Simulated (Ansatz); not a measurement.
Molecule: C₂H₆N, net charge 0, doublet state. It need not be the lowest isomer of its formula. SMILES: [CH2]NC
Geometry from a B3LYP-D3(BJ)/def2-TZVP (Ansatz, a quantum-chemistry and plane-wave program) optimisation:
```xyz
9

C     -0.1173    -0.1522     1.2661
N      0.0966     0.4837     0.0577
C      0.0134    -0.2820    -1.1694
H      0.0488     0.4281     2.1618
H     -0.8649    -0.9333     1.2779
H      0.8364     1.1693     0.0663
H      0.7893    -1.0556    -1.2447
H      0.0972     0.3862    -2.0263
H     -0.9593    -0.7753    -1.2192
```
Charge 0, spin multiplicity 2.

Computed values are from Ansatz. Cores are frozen in the correlated levels unless marked. UHF or UKS for open shells. Spin-orbit coupling is left out. Non-relativistic. Basis-set limits of correlation are two-point, X^-3; Hartree-Fock from the larger set. [CCSD(T)-MP2]/basis is that difference in the basis named.

### Question
What is the T1 diagnostic at CCSD/cc-pVTZ?

### Answer
0.016.

### Question
What is the total energy at RI-MP2/CBS(cc-pVTZ,cc-pVQZ)+[CCSD(T)-MP2]/cc-pVTZ?

### Answer
-134.3404 Eh.

### Question
What is the dipole moment at CCSD(T)/aug-cc-pVDZ?

### Answer
1.27 D.

### Question
What is the atomisation energy De at RI-MP2/CBS(cc-pVTZ,cc-pVQZ)+[CCSD(T)-MP2]/cc-pVTZ?

### Answer
769.7 kcal/mol.
